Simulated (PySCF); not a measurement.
**ClF (chlorine monofluoride): PBE/cc-pVTZ**

Aim: the energy change on altering one bond length of ClF (chlorine monofluoride) at PBE/cc-pVTZ, from 2 runs. Input form: a Python script.

The calculation is run with PySCF 2.14.0.

2 further runs of the same task are left out: 2 set aside as unsound or not needed.

### Step 1. The molecule

ClF has 2 atoms, charge 0, and is taken as a singlet. SMILES: `FCl`. The coordinates come from a GFN2-xTB relaxation.

Bond lengths: F1–Cl2 1.682 Å.

### Step 2. The energy at PBE/cc-pVTZ

run.py reads:

```python
from pyscf import gto, dft

mol = gto.M(
    atom='''
F      0.000000     0.000000     0.000000
Cl     0.000000     0.000000     3.178992
''',
    basis='cc-pvtz',
    charge=0,
    unit='bohr',
    verbose=4,
    max_memory=1860,
)

ks = dft.RKS(mol, xc='pbe')
ks.conv_tol = 1e-10
ks.grids.level = 5
ks.kernel()
if not ks.converged:
    ks = ks.newton().run(ks.mo_coeff, ks.mo_occ)

energy = ks.e_tot
print('E(%s) = %.9f' % ('PBE', energy))
```

Started as:

```
OMP_NUM_THREADS=1 python run.py
```

The log of the run:

```text
PySCF version 2.14.0

[INPUT] num. atoms = 2
[INPUT] num. electrons = 26
[INPUT] charge = 0
[INPUT] spin (= nelec alpha-beta = 2S) = 0
[INPUT] symmetry False subgroup None
[INPUT] Mole.unit = bohr
[INPUT] Symbol           X                Y                Z      unit          X                Y                Z       unit  Magmom
[INPUT]  1 F      0.000000000000   0.000000000000   0.000000000000 AA    0.000000000000   0.000000000000   0.000000000000 Bohr   0.0
[INPUT]  2 Cl     0.000000000000   0.000000000000   1.682250120097 AA    0.000000000000   0.000000000000   3.178992000000 Bohr   0.0

nuclear repulsion = 48.1284633619713
number of shells = 18
number of NR pGTOs = 101
number of NR cGTOs = 64
basis = cc-pvtz
ecp = {}

******** <class 'pyscf.dft.rks.RKS'> ********
method = RKS
initial guess = minao
damping factor = 0
level_shift factor = 0
DIIS = <class 'pyscf.scf.diis.CDIIS'>
diis_start_cycle = 1
diis_space = 8
diis_damp = 0
SCF conv_tol = 1e-10
SCF conv_tol_grad = None
SCF max_cycles = 50
direct_scf = True
direct_scf_tol = 1e-13
XC library pyscf.dft.libxc version 7.0.0
    S. Lehtola, C. Steigemann, M. J.T. Oliveira, and M. A.L. Marques.,  SoftwareX 7, 1–5 (2018)
XC functionals = pbe
    J. P. Perdew, K. Burke, and M. Ernzerhof.,  Phys. Rev. Lett. 77, 3865 (1996)
    J. P. Perdew, K. Burke, and M. Ernzerhof.,  Phys. Rev. Lett. 78, 1396 (1997)
    J. P. Perdew, K. Burke, and M. Ernzerhof.,  Phys. Rev. Lett. 77, 3865 (1996)
    J. P. Perdew, K. Burke, and M. Ernzerhof.,  Phys. Rev. Lett. 78, 1396 (1997)
radial grids:
    Treutler-Ahlrichs [JCP 102, 346 (1995); DOI:10.1063/1.469408] (M4) radial grids

becke partition: Becke, JCP 88, 2547 (1988); DOI:10.1063/1.454033
pruning grids: <function nwchem_prune>
grids dens level: 5
symmetrized grids: False
atomic radii adjust function: <function treutler_atomic_radii_adjust>
small_rho_cutoff = 0
Set gradient conv threshold to 1e-05
Initial guess from minao.
tot grids = 86928
init E= -559.848304615285
  HOMO = -0.308765342497828  LUMO = -0.175049094147665  gap/eV = 3.63860
cycle= 1 E= -559.714906738474  delta_E= 0.133  |g|= 0.389  |ddm|= 1.17
  HOMO = -0.247368096167496  LUMO = -0.148255010905885  gap/eV = 2.69700
cycle= 2 E= -559.557526444966  delta_E= 0.157  |g|= 1.01  |ddm|= 0.577
  HOMO = -0.284754627567052  LUMO = -0.175676320511025  gap/eV = 2.96817
cycle= 3 E= -559.737525854671  delta_E= -0.18  |g|= 0.0892  |ddm|= 0.467
  HOMO = -0.288058915835465  LUMO = -0.174610465705522  gap/eV = 3.08709
cycle= 4 E= -559.7390611665  delta_E= -0.00154  |g|= 0.0292  |ddm|= 0.0615
  HOMO = -0.288852888781505  LUMO = -0.17541069754183  gap/eV = 3.08692
cycle= 5 E= -559.739264557995  delta_E= -0.000203  |g|= 0.00463  |ddm|= 0.0168
  HOMO = -0.288202768943812  LUMO = -0.174905552991371  gap/eV = 3.08297
cycle= 6 E= -559.739269255601  delta_E= -4.7e-06  |g|= 0.000956  |ddm|= 0.00325
  HOMO = -0.288328228354647  LUMO = -0.17506310144242  gap/eV = 3.08210
cycle= 7 E= -559.739269386334  delta_E= -1.31e-07  |g|= 0.000236  |ddm|= 0.000544
  HOMO = -0.288301065327536  LUMO = -0.175037746011526  gap/eV = 3.08205
cycle= 8 E= -559.73926940039  delta_E= -1.41e-08  |g|= 8.79e-06  |ddm|= 0.000171
  HOMO = -0.288302447033144  LUMO = -0.175039201409131  gap/eV = 3.08205
cycle= 9 E= -559.739269400405  delta_E= -1.59e-11  |g|= 1.07e-06  |ddm|= 7.26e-06
  HOMO = -0.288302217441974  LUMO = -0.175038983422665  gap/eV = 3.08205
Extra cycle  E= -559.739269400405  delta_E= 2.27e-13  |g|= 3.02e-06  |ddm|= 2.25e-06
converged SCF energy = -559.739269400405
E(PBE) = -559.739269400
```

It took 3.3 s on 1 thread of Arm Neoverse V2, shared host; peak memory 0.3 GiB.

### Step 3. The distorted shape

job.py reads:

```python
from pyscf import gto, dft

mol = gto.M(
    atom=[
    ('F', (0.000000, 0.000000, -0.504650)),
    ('Cl', (0.000000, 0.000000, 1.682250)),
],
    max_memory=1860,
    verbose=3,
    charge=0,
    basis='cc-pvtz',
)

mf = dft.RKS(mol)
mf.xc = 'pbe'
mf.grids.level = 5
mf.conv_tol = 1e-10
mf.kernel()
if not mf.converged:
    mf = mf.newton().run(mf.mo_coeff, mf.mo_occ)

etot = mf.e_tot
print('E(%s) = %.9f' % ('PBE', etot))
```

Started as:

```
OMP_NUM_THREADS=1 python job.py
```

The log of the run:

```text
converged SCF energy = -559.681633807679
E(PBE) = -559.681633808
```

Run time: 4.2 s. Hardware: 1 thread of Arm Neoverse V2, shared host; peak memory 0.3 GiB.

### Step 4. Summary of results

At PBE/cc-pVTZ:

```
                                                          quantity          value
                                         first shape: total energy  -559.73927 Eh
                                        first shape: dipole moment         0.93 D
                                          first shape: HOMO energy       -7.85 eV
                                          first shape: LUMO energy       -4.76 eV
                                        first shape: HOMO–LUMO gap        3.08 eV
                                     distorted shape: total energy  -559.68163 Eh
                                    distorted shape: dipole moment         1.66 D
                                      distorted shape: HOMO energy       -8.76 eV
                                      distorted shape: LUMO energy       -8.11 eV
                                    distorted shape: HOMO–LUMO gap        0.65 eV
energy change with the F1–Cl2 bond stretched from 1.682 to 2.187 Å       1.568 eV
```

What this shows: With the F1–Cl2 bond stretched from 1.682 to 2.187 Å the energy rises by 1.57 eV (36 kcal/mol). The first shape isn't relaxed at this level, so the change isn't measured from a minimum.
